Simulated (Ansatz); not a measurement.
The first iterations of a band of C2H7NOS (12 atoms, charge 0, multiplicity 1).

Theory: RKS B3LYP/def2-SVP in Ansatz.

```yaml
movable_images: 3
climbing_image: no
spring: 5.0 eV/Å²
optimiser: quadratic models (default)
start_path: through a guess of the saddle point
force_threshold: 0.03 eV/Å
iteration_limit: 60
end_points: relaxed
```

First end point:

```xyz
12
Properties=species:S:1:pos:R:3
N -1.292 -1.782 0.801
C -0.954 -0.511 0.239
S 0.553 -0.529 -0.886
C 0.993 1.251 -0.806
O 1.358 1.699 0.468
H -1.539 -2.463 0.084
H -0.518 -2.171 1.341
H -1.805 -0.123 -0.343
H -0.714 0.212 1.032
H 1.792 1.375 -1.561
H 0.131 1.859 -1.121
H 2.073 1.127 0.785
```

Last end point:

```xyz
12
Properties=species:S:1:pos:R:3
N -1.035 -1.949 0.511
C -0.915 -0.589 0.037
S 0.584 -0.465 -1.038
C 0.998 1.299 -0.758
O 1.342 1.616 0.562
H -1.958 -2.114 0.912
H -0.340 -2.150 1.230
H -1.805 -0.343 -0.564
H -0.793 0.190 0.814
H 1.809 1.504 -1.483
H 0.138 1.933 -1.023
H 2.050 1.012 0.832
```

| iteration | highest image above the first end (eV) | largest band force component (eV/Å) |
| --- | --- | --- |
| 1 | 1.532 | 14.106 |
| 2 | 0.521 | 2.203 |
| 3 | 0.233 | 1.095 |

**Question.** Does the band converge within its limit, and where does its top end?

**Answer.** It converged. It ended after 10 iterations with the highest image 0.156 eV above the first end. No image climbed, so the highest image needn't sit at the top of the path. So few images can step over the top or miss a turn of the path.

Run time: 93 s on 2 threads of Arm Neoverse V1, with other jobs on the host, peak memory 0.24 GiB.
